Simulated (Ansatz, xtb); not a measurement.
**Two isomers of CH2FS+**

We compare a, `C=[S+]F`, a singlet, with b, `[H]/[S+]=C/F`, a singlet. Both are isolated ions in the gas phase, relaxed with PBE0-D4/def2-TZVP.

a (Å):

| atom | x (Å) | y (Å) | z (Å) |
| --- | --- | --- | --- |
| C | -0.9435 | -0.2656 | -0.6160 |
| F | -0.5988 | 2.1108 | 0.0370 |
| S | -0.5529 | 1.1618 | -1.1777 |
| H | -1.1841 | -0.4665 | 0.4279 |
| H | -0.9595 | -1.0672 | -1.3579 |

b (Å):

| atom | x (Å) | y (Å) | z (Å) |
| --- | --- | --- | --- |
| C | 0.2788 | -0.8557 | -0.1110 |
| F | -0.4756 | -0.8783 | 0.9046 |
| S | 1.8682 | -0.4798 | 0.0745 |
| H | -0.1994 | -1.0952 | -1.0627 |
| H | 2.1428 | -0.6055 | -1.2446 |

Question: Estimate E(b) − E(a) at the level CCSD(T)/def2-TZVPP.

Answer: Calculated at CCSD(T)/def2-TZVPP: E(b) − E(a) = −44.5 kJ/mol, so structure b lies lower.

The same difference at several levels:

```
             level           geometry  E(b) − E(a) (kJ/mol)  departure from the last row (kJ/mol)  job, with rough time for the two
          GFN2-xTB           GFN2-xTB                   +35.0                                 +79.5              optimisation, 0.15 s
         HF/STO-3G           GFN2-xTB                  −129.5                                 −85.0              single point, 0.25 s
r2SCAN-D4/def2-SVP           GFN2-xTB                   −91.0                                 −46.5               single point, 1.6 s
 PBE0-D4/def2-TZVP  PBE0-D4/def2-TZVP                   −46.6                                  −2.1                optimisation, 21 s
     HF/def2-TZVPP  PBE0-D4/def2-TZVP                   −50.6                                  −6.1           part of the CCSD(T) run
    MP2/def2-TZVPP  PBE0-D4/def2-TZVP                   −48.0                                  −3.5           part of the CCSD(T) run
CCSD(T)/def2-TZVPP  PBE0-D4/def2-TZVP                   −44.5                                                      single point, 16 s
```

As drawn, b has 1 S–H, 1 C–F in place of 1 F–S, 1 C–H.

GFN2-xTB puts the two in the other order. The largest departure from CCSD(T)/def2-TZVPP is that of HF/STO-3G, 85.0 kJ/mol.

With harmonic frequencies from PBE0-D4/def2-TZVP (ideal gas, rigid rotor, one conformer each, 298.15 K, 1 atm): on the last row, ΔE + ΔZPE = −44.9, ΔH = −45.0, ΔG = −44.8 kJ/mol.

The T1 diagnostic of structure a is large, so the coupled-cluster value is less sure. The correlated steps freeze 7 core orbitals. Codes used: Ansatz 0.2.0, xtb 6.7.1; the last row on 2 threads of Intel(R) Xeon(R) Processor @ 2.70GHz on a shared host.
